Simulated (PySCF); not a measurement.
## Unknown compound

Molecular formula: C5H13N. Simulated spectra:

1H NMR (400 MHz, computed): δ 2.20 (s, 6H), 2.01 (t, 2H), 1.51 (m, 2H), 0.97 (t, 3H).

13C{1H} NMR (computed): δ 65.6, 47.6 (2C), 26.8, 14.4.

- GFN2-xTB geometry
- GIAO PBE0/pcSseg-1 shieldings
- program: PySCF 2.14.0 with density-fitted response routines
- one conformer, no solvent model, one averaged value for each set of equivalent atoms, relativity neglected

Chemical shifts δ = σref − σ; TMS for 1H and 13C, all at this level.

**Question.** What is the structure?

**Answer.** 
- Rings plus π bonds: 0.
- 4 carbon signals for 5 carbons: some carbons are equivalent by symmetry or fast rotation.
- Carbon types of the structure: 2 × CH2, 3 × CH3, which accounts for all hydrogens.
- δC 65.6: sp3 CH2 bonded to N; the inductive effect lowers its shielding.
- δC 47.6: methyl carbon bonded to N; deshielded by the electronegative neighbour.
- δC 26.8: sp3 CH2; a saturated carbon with 2 carbon neighbours and no heteroatom attached.
- δC 14.4: methyl carbon; saturated and bonded to C and H only.
- δH 2.20: hydrogen on a methyl carbon bonded to N; its carbon carries N, hence the downfield position.
- δH 1.51: hydrogen on an sp3 CH2.
- δH 0.97: hydrogen on a methyl carbon; far from electronegative atoms and π systems.

Structure: `CN(CCC)C`.

The shifts were computed for this structure.

Shifts are as computed. Against solution values, carbons near 30 ppm lie about +3 ppm off and those near 130 ppm about +5 ppm. Of 1211 compounds with measured shifts, 218 miss one by over three times the rms of a fit or turn the order of signals round; such compounds aren't used in these exercises. Multiplicities follow the n + 1 count of equivalent neighbours, as no J values were calculated; m marks all less simple cases, F and P coupling included.
